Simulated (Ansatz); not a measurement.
Ansatz (a quantum-chemistry and plane-wave program) input (RPA@PBE/cc-pV(T+d)Z):
A basis named .json is the Basis Set Exchange file of that set.

Ansatz 0.2 input:
```yaml
crystal:
  periodic: [false, false, false]
  atoms:
    - {symbol: P, position_ang: [0.00516854, -0.00153424, 0.11648047]}
    - {symbol: H, position_ang: [-0.05009241, 1.03292111, -0.85964720]}
    - {symbol: H, position_ang: [-0.02743573, -1.00990756, -0.88755990]}
basis:
  gaussian:
    orbitals: cc-pV_T+d_Z.json
hamiltonian:
  xc: pbe
magnetization: {spin_polarized: true, initial_magnetization: 1}
correlation: {method: rpa, electrons: outside_noble_gas}
```

End of the output:

```
integrals: 0.02 GiB planned
381 factors; integrals over basis functions are off by at most 8.1e-4 eV
mean field: 0.13 GiB planned
mean field evaluation 1: about -9315.2626 eV, gradient 9.3e0 eV
mean field evaluation 2: about -9315.2574 eV, gradient 9.3e0 eV
mean field evaluation 4: about -9315.9041 eV, gradient 9.0e-1 eV
mean field evaluation 8: about -9315.9073 eV, gradient 1.0e-2 eV
mean field evaluation 16: about -9315.9073 eV, gradient 3.7e-6 eV
mean field -9315.90728809 eV, -342.3532782886 hartree, gradient 3.7e-6 eV, S^2 0.755251; 0 other end points of the search recorded, 0 dependent functions left out
5 core orbitals not correlated
reference -9302.94716449 eV, -341.8770025309 hartree; 4, 3 occupied and 58, 59 virtual orbitals, 381 factors
Total energy: -9310.62708825 eV, -342.1592345235 hartree
```
